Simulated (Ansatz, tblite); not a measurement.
**The cluster In₂P: a ladder of methods and basis sets**

One table from this session's results is given with a row withheld; the runs are named, their logs left out.

Program: Ansatz 0.2.0, Gaussian basis. Level of theory: as each input shows. These are calculated values, not measurements.

Plan: GFN1-xTB, GFN2-xTB, PBE-D4/def2-TZVP, r2SCAN-D4/def2-TZVP, B97M-V/def2-TZVP, HSE06-D4/def2-TZVP, BHLYP-D4/def2-TZVP, B2PLYP/def2-TZVP, ωB97X-V/def2-TZVP, PBE+5HF/def2-TZVP, PBE+10HF/def2-TZVP, PBE+15HF/def2-TZVP, PBE+35HF/def2-TZVP, PBE+50HF/def2-TZVP, PBE-D4/def2-SVP, PBE0-D4/def2-SVP, PBE0-D4/def2-TZVPD, PBE-D4/def2-TZVPD, r2SCAN-D4/def2-TZVPD, CCSD(T)/def2-TZVPP, MP2/def2-TZVP, RPA/def2-TZVP.

1 further run of the same task is left out (set aside as unsound or not needed). Runs told in other sessions of the task aren't counted.

## The geometry

The doublet was relaxed beforehand with r2SCAN-D4/def2-TZVP. At that level it is the lowest of the isomers that a small search found.

3 atoms, charge 0, spin multiplicity 2.

Bond lengths: In1–P3 2.572 Å, In2–P3 2.572 Å. Angles: In1–P3–In2 117.6°.

In takes a core potential in the def2 sets. No spin-orbit coupling is included.

PBE0-D4/def2-TZVP was run before; its log isn't repeated, and its numbers join the tables.

The first run:

Tight binding, by tblite at 300 K electronic temperature and without a spin-polarisation term:

```python
tblite.interface.Calculator('GFN1-xTB', numbers, positions, charge=0, uhf=1).singlepoint()
```

Tight binding, by tblite at 300 K electronic temperature and without a spin-polarisation term:

```python
tblite.interface.Calculator('GFN2-xTB', numbers, positions, charge=0, uhf=1).singlepoint()
```

start.molden holds the orbitals of an earlier run on this state, given as this run's starting guess.

The input, in.yaml:

```yaml
crystal:
  periodic: [false, false, false]
  atoms:
    - {symbol: In, position_ang: [-1.808839, 1.257027, -0.431725]}
    - {symbol: In, position_ang: [1.152114, -1.812462, 0.652703]}
    - {symbol: P, position_ang: [0.656725, 0.555424, -0.220978]}
basis:
  gaussian: {orbitals: def2-TZVP, initial_orbitals: start.molden}
magnetization: {spin_polarized: true, initial_magnetization: 1}
hamiltonian: {xc: pbe, dispersion: d4}
scf: {omitted_lower_state_checks: [starts]}
output: {orbitals: {seedname: orbitals}}
```

Run with:

```bash
> ansatz run in.yaml --threads 4 --pin off --events-out ev --progress --plain --max-ram 3916MiB
```

Among the steps run: PBE-D4/def2-TZVP; r2SCAN-D4/def2-TZVP; B97M-V/def2-TZVP; HSE06-D4/def2-TZVP; BHLYP-D4/def2-TZVP; B2PLYP/def2-TZVP; ωB97X-V/def2-TZVP; PBE+5HF/def2-TZVP; PBE+10HF/def2-TZVP; PBE+15HF/def2-TZVP; PBE+35HF/def2-TZVP; PBE+50HF/def2-TZVP; PBE-D4/def2-SVP; PBE0-D4/def2-SVP; PBE0-D4/def2-TZVPD; PBE-D4/def2-TZVPD; r2SCAN-D4/def2-TZVPD; CCSD(T)/def2-TZVPP; MP2/def2-TZVP; RPA/def2-TZVP.

One of the session's tables, all rows but one given; the rest of the session is left out.

```
               level  HOMO (eV)  LUMO (eV)  gap (eV)
     PBE-D4/def2-SVP      -4.51      -4.33      0.18
    PBE-D4/def2-TZVP      -4.52      -4.32      0.21
   PBE-D4/def2-TZVPD      -4.54      -4.33      0.21
 r2SCAN-D4/def2-TZVP      -4.72      -4.04      0.69
r2SCAN-D4/def2-TZVPD          ?          ?         ?
    B97M-V/def2-TZVP      -4.55      -4.20      0.35
    PBE0-D4/def2-SVP      -5.27      -3.39      1.88
   PBE0-D4/def2-TZVP      -5.28      -3.37      1.91
  PBE0-D4/def2-TZVPD      -5.30      -3.38      1.92
  HSE06-D4/def2-TZVP      -4.91      -3.75      1.16
  BHLYP-D4/def2-TZVP      -5.93      -2.50      3.42
   ωB97X-V/def2-TZVP      -7.14      -1.47      5.66
   PBE+5HF/def2-TZVP      -4.67      -4.12      0.55
  PBE+10HF/def2-TZVP      -4.82      -3.93      0.89
  PBE+15HF/def2-TZVP      -4.97      -3.74      1.23
  PBE+35HF/def2-TZVP      -5.60      -3.01      2.59
  PBE+50HF/def2-TZVP      -6.09      -2.50      3.58
```

Estimate the missing values for r2SCAN-D4/def2-TZVPD.

**Answer.** HOMO (eV): -4.73; LUMO (eV): -4.04; gap (eV): 0.69. In the column «HOMO (eV)» it lies between PBE+10HF/def2-TZVP (-4.82) and r2SCAN-D4/def2-TZVP (-4.72).
